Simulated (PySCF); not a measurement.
Estimate the missing entries of this data sheet.

Compound: C4H5NO.
Cartesian coordinates in Å at the PBE0-D3(BJ)/def2-SVP level; atoms count from 1:
```xyz
11
C4H5NO angstrom
N      2.941   -0.667    0.681
C      1.983   -0.167    0.265
C      0.760    0.439   -0.243
C     -0.488   -0.327    0.179
C     -1.748    0.301   -0.347
O     -1.772    1.292   -1.024
H      0.703    1.481    0.108
H      0.816    0.498   -1.341
H     -0.458   -1.375   -0.166
H     -0.571   -0.393    1.279
H     -2.693   -0.228   -0.060
```

| property | level | value |
| --- | --- | --- |
| point group | PBE0-D3(BJ)/def2-SVP | Cs |
| rotational constants A, B, C | PBE0-D3(BJ)/def2-SVP | ? |
| dipole moment | CAM-B3LYP/def2-SVPD | 3.10 D |
| HOMO energy | CAM-B3LYP/def2-SVPD | -9.67 eV |
| LUMO energy | CAM-B3LYP/def2-SVPD | -0.15 eV |
| lowest singlet excitation | TDDFT CAM-B3LYP/def2-SVPD | ? |
| strongest line among the 10 lowest singlet transitions | TDDFT CAM-B3LYP/def2-SVPD | ? |
| lowest triplet excitation (Tamm–Dancoff) | TDA CAM-B3LYP/def2-SVPD | ? |
| static isotropic polarisability | CAM-B3LYP/def2-SVPD | 54.2 au |
| vertical ionisation energy | ΔSCF CAM-B3LYP/def2-SVPD | 10.72 eV |
| electronic spatial extent ⟨r²⟩ about the centre of nuclear charge | CAM-B3LYP/def2-SVPD | 731 bohr² |
| 13C chemical shifts (computed TMS as zero) by class | GIAO PBE0/pcSseg-1 | 201.9 (C5), 123.7 (C2), 44.1 (C4), 10.8 (C3) ppm |
| 1H chemical shifts (computed TMS as zero) by class | GIAO PBE0/pcSseg-1 | ? |
| isotropic shieldings of nuclei other than C and H, by class | GIAO PBE0/pcSseg-1 | ? |
| largest of the computed one-bond spin–spin couplings (means over like bonds) | B3LYP/pcJ-1, spin–dipole term left out for some pairs | ? |

Gas-phase values; electronic properties from PySCF, density fitting. Isolated species at its PBE0-D3(BJ)/def2-SVP geometry (one conformer only).

Question: Give the lowest singlet excitation.

Answer: 4.41 eV (281 nm, f = 0.000).

Question: Give the lowest triplet excitation (Tamm–Dancoff).

Answer: 3.80 eV.

Question: Give the largest of the computed one-bond spin–spin couplings (means over like bonds).

Answer: 13C–1H +180.7 (C5–H11), 13C–1H +142.2 (C3–H7 and 1 like it), 13C–1H +134.5 (C4–H9 and 1 like it), 13C–13C +68.3 (C2–C3), 13C–13C +40.2 (C4–C5), 13C–13C +39.9 (C3–C4), 17O–13C +34.2 (O6–C5), 15N–13C -18.8 (N1–C2) Hz.

Question: Give the 1H chemical shifts (computed TMS as zero) by class.

Answer: 9.81 (H11), 2.59 (H9/H10), 2.26 (H7/H8) ppm.

Question: What are the rotational constants A, B, C?

Answer: 16.154, 1.621, 1.500 GHz.

Question: What are the isotropic shieldings of nuclei other than C and H, by class?

Answer: -42 (N1), -361 (O6) ppm.

Question: What is the strongest line among the 10 lowest singlet transitions?

Answer: S6 at 8.22 eV (151 nm, f = 0.105).

The vertical singlet–triplet gap S1 − T1 is 0.61 eV (TDDFT singlet less Tamm–Dancoff triplet; S1: HOMO→LUMO, weight 0.97; T1: HOMO→LUMO, weight 0.96). No computed singlet falls in the visible range (750 to 380 nm, 1.65 to 3.26 eV); S1 lies 1.15 eV above its blue end. With B = h/(8π²I), that is 505.379 GHz u Å² over I, the principal moments of inertia are 31.3, 311.8 and 336.9 u Å² (most abundant isotopes). In wavenumbers S1 is 35500 cm⁻¹ (1 eV = 8065.54 cm⁻¹). The ΔSCF ionisation energy exceeds −ε(HOMO) by 1.05 eV with CAM-B3LYP.
